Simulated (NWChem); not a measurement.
Species: B cation, singlet

Computed with NWChem. Medium grid unless said otherwise, to which SCAN and Minnesota functionals are sensitive. Low-valent species are run as closed-shell singlets; no triplet was tried in these runs.

Q: Among these, which level gives the lowest value of “highest occupied level (eV)”?
A) revPBE/def2-TZVP
B) B3PW91/def2-TZVP
C) M05-2X/def2-TZVP
D) TPSSh/def2-TZVP

A: C, M05-2X/def2-TZVP. Values: M05-2X/def2-TZVP -22.03; B3PW91/def2-TZVP -20.59; TPSSh/def2-TZVP -20.20; revPBE/def2-TZVP -19.51
